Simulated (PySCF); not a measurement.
2-chloro-1,1-difluoroethane, C2H3ClF2.
Numbering: `[F:1][CH:2]([F:3])[CH2:4][Cl:5]` (hydrogens: H6 on C2; H7, H8 on C4)

The same species was optimised twice, with GFN2-xTB and with PBE0-D3(BJ)/def2-SVP (PySCF), and the same property calculations (PySCF, gas phase) were run on both structures.

| coordinate | GFN2-xTB | PBE0-D3(BJ)/def2-SVP | change |
| --- | --- | --- | --- |
| C2–C4 (Å) | 1.522 | 1.511 | -0.011 |
| C4–H7 (Å) | 1.091 | 1.099 | +0.008 |
| C4–H8 (Å) | 1.090 | 1.098 | +0.008 |
| F1–C2 (Å) | 1.349 | 1.344 | -0.005 |
| C4–Cl5 (Å) | 1.777 | 1.773 | -0.004 |
| C2–H6 (Å) | 1.100 | 1.104 | +0.004 |
| C2–F3 (Å) | 1.356 | 1.352 | -0.004 |
| F1–C2–F3 (°) | 106.2 | 108.1 | +1.9 |
| F3–C2–C4 (°) | 109.4 | 108.1 | -1.3 |
| H7–C4–H8 (°) | 110.6 | 109.5 | -1.1 |
| C2–C4–Cl5 (°) | 110.0 | 111.1 | +1.1 |
| C4–C2–H6 (°) | 113.4 | 112.4 | -1.0 |
| C2–C4–H7 (°) | 109.9 | 109.0 | -0.9 |
| F3–C2–H6 (°) | 108.1 | 108.9 | +0.8 |
| F1–C2–C4 (°) | 111.2 | 110.6 | -0.6 |
| F1–C2–C4–Cl5 (°) | 78 | 67 | -11 |

Rotational constants: A = 8970, B = 2133, C = 1837 MHz (GFN2-xTB) against A = 9084, B = 2188, C = 1862 MHz (PBE0-D3(BJ)/def2-SVP). Point groups within 0.08 Å: C1 and C1.

On the GFN2-xTB structure: HOMO (eV) -9.02 [PBE0/pcSseg-1]; LUMO (eV) 0.35 [PBE0/pcSseg-1]; dipole (D) 1.37 [PBE0/pcSseg-1]; GIAO shielding of F1/F3 (mean) (ppm) 305.1 [PBE0/pcSseg-1]; GIAO shielding of C2 (ppm) 63.9 [PBE0/pcSseg-1]; GIAO shielding of C4 (ppm) 135.9 [PBE0/pcSseg-1]; GIAO shielding of Cl5 (ppm) 889.2 [PBE0/pcSseg-1].

Question: What do these properties become on the PBE0-D3(BJ)/def2-SVP structure?

Answer: 
| property | level | on GFN2-xTB | on PBE0-D3(BJ)/def2-SVP | change |
| --- | --- | --- | --- | --- |
| HOMO (eV) | PBE0/pcSseg-1 | -9.02 | -8.98 | +0.04 |
| LUMO (eV) | PBE0/pcSseg-1 | 0.35 | 0.46 | +0.11 |
| dipole (D) | PBE0/pcSseg-1 | 1.37 | 1.52 | +0.15 |
| energy, GFN2-xTB geometry as zero (kcal/mol) | PBE0/pcSseg-1 | 0.0 | -0.4 | -0.4 |
| GIAO shielding of F1/F3 (mean) (ppm) | PBE0/pcSseg-1 | 305.1 | 310.5 | +5.4 |
| GIAO shielding of C2 (ppm) | PBE0/pcSseg-1 | 63.9 | 66.6 | +2.7 |
| GIAO shielding of C4 (ppm) | PBE0/pcSseg-1 | 135.9 | 136.3 | +0.4 |
| GIAO shielding of Cl5 (ppm) | PBE0/pcSseg-1 | 889.2 | 895.0 | +5.8 |

The heavy atoms differ by 0.075 Å rms after alignment. Among all bonds C2–C4 changes most (-0.011 Å). Changes are differences of the printed values. Neither structure is proved a minimum here.

Conformer computed: `[F:1][CH:2]([F:3])[CH2:4][Cl:5]`: F1–C2–C4–Cl5 67°.
